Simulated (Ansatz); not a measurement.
# AlClHS: the cost of one run

Computed with the Python package of Ansatz 0.2.0. Level of theory: r2SCAN0/def2-SVP.

## Step 1: Starting point

Bond lengths: S1–Al2 2.247 Å, Al2–Cl3 2.186 Å, S1–H4 1.425 Å. Angles: S1–Al2–Cl3 118.7°, Al2–S1–H4 94.5°.

No structure file is read: the coordinates are typed or built in the script.

## Step 2: Script

Input file run_scan.py:

```python
'''Stretching a bond of AlClHS, the rest held rigid.'''

import warnings

import ansatz
import numpy as np

BASIS_SET = 'def2-SVP'
XC = 'r2scan0'


def main() -> None:
    warnings.simplefilter('ignore', ansatz.DeckWarning)

    geometry_ang = [
        ('S', [0.0543, 1.1175, -0.9613]),
        ('Al', [-0.8263, -0.6729, 0.073]),
        ('Cl', [0.4964, -2.3255, 0.6208]),
        ('H', [0.3311, 1.8206, 0.2473]),
    ]
    geometry = ansatz.Crystal.molecule()
    for symbol, xyz in geometry_ang:
        geometry = geometry.atom(symbol, xyz)

    symbols = [site.symbol for site in geometry.cartesian_sites]
    start = np.array([site.position_ang for site in geometry.cartesian_sites])
    axis = (start[0] - start[1]) / np.linalg.norm(start[0] - start[1])
    moving = [0, 3]
    lengths, energies = [1.91, 2.07, 2.25, 2.47, 2.81, 3.37, 4.05, 4.94], []
    for length in lengths:
        xyz = start.copy()
        xyz[moving] += (length - np.linalg.norm(start[0] - start[1])) * axis
        point = ansatz.Crystal.molecule()
        for symbol, place in zip(symbols, xyz):
            point = point.atom(symbol, place.tolist())
        model = point.calculation()
        model = model.basis(gaussian=BASIS_SET)
        model = model.functional(XC).spin('collinear', total=1)
        summary = model.run(threads=1, pin='off').report
        energies.append(summary['free_energy_ev'])
        print(f'r = {length:6.3f} A  E = {energies[-1]:.5f} eV  <S^2> = {abs(summary["mean_field"]["state"]["spin_squared"]):.3f}')

    print('energy above the lowest point (eV):', [round(e - min(energies), 3) for e in energies])


if __name__ == '__main__':
    main()
```

## Step 3: The input behind the calls

The engine receives this input (first run):

```yaml
crystal:
  periodic: [false, false, false]
  atoms:
    - { symbol: S, position_ang: [-0.07790053771863968, 0.8487152592193361, -0.806025169018409] }
    - { symbol: Al, position_ang: [-0.8263, -0.6729, 0.073] }
    - { symbol: Cl, position_ang: [0.4964, -2.3255, 0.6208] }
    - { symbol: H, position_ang: [0.19889946228136032, 1.5518152592193362, 0.40257483098159097] }
basis:
  gaussian:
    orbitals: def2-SVP
hamiltonian:
  xc: r2scan0
magnetization:
  spin_polarized: true
  initial_magnetization: 1.0
```

## Step 4: Launch

Command:

```console
python run_scan.py
```

What time and memory should one allow on 1 thread of Arm Neoverse V2, shared host?

About 69 s, with a peak of 0.27 GiB.
